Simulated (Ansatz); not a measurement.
## Rhombohedral A7 As

Level of theory: LDA (Ansatz, a program for electronic structure, PAW).

Settings: plane-wave cutoff 520 eV, 20×20×20 k mesh, Fermi–Dirac smearing 0.082 eV (set by the program), scalar-relativistic PAW data made under PBE.

Cell (relaxed at this level):

Space group R-3m, hexagonal axes (No. 166); a = b = 3.7598 Å, c = 9.9890 Å, α = β = 90.00°, γ = 120.00°

```
atom  site  symmetry       x       y       z
----  ----  --------  ------  ------  ------
As      6c        3m  0.0000  0.0000  0.2305
```
(The calculation used a cell of 2 atoms; values per cell refer to that cell.)

For rhombohedral A7 As, the elastic constant C11 is 151 GPa and the elastic constant C12 comes out as 50.6 GPa. The elastic constant C13 comes out as 33.5 GPa, the elastic constant C33 is 64.0 GPa and the elastic constant C44 is 55.1 GPa. The elastic constant C66 comes out as 50.2 GPa. The voigt–Reuss–Hill bulk modulus comes out as 60.6 GPa and the voigt–Reuss–Hill shear modulus (Hill average) is 41.1 GPa. The Young modulus comes out as 100 GPa and the Poisson ratio is 0.224.

Elastic constants are with the ions relaxed.

The computed numbers hold no vibrational or temperature effects.
